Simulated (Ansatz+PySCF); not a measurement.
# singlet CO: levels of theory in one basis

```xyz
2

C     0.0151   -0.0359   -0.6133
O     0.0184   -0.0262    0.4451
```

Basis set: def2-SVP (spherical functions). Correlated methods keep 2 orbitals frozen. Charge 0, multiplicity 1.

Computed with Ansatz (development build ahead of 0.2.0); each method stands on the lowest determinant of its kind that the runs found. NEVPT2 correlates all electrons. Active spaces start from the frontier orbitals, and the lowest solution found is given.

```
         method  E − E(RHF) (eV)  <S²> of the determinant
            RHF             0.00                     0.00
       RHF-CCSD            -7.74                        –
    RHF-CCSD(T)            -7.99                        –
   CASSCF(10,8)            -3.27                        –
SC-NEVPT2(10,8)            -7.20                        –
```

Question: What does RHF-MP2 give on the same scale?

Answer: -7.50 eV.

Question: Is a single determinant a sound starting point here?

Answer: By this sign, yes. Unrestricted orbitals gain 0.00 eV and <S²> is 0.00 against 0.00 for a pure state. The CASSCF(10,8) natural occupations are 2.00, 1.99, 1.99, 1.96, 1.96, 0.04, 0.04, 0.02.
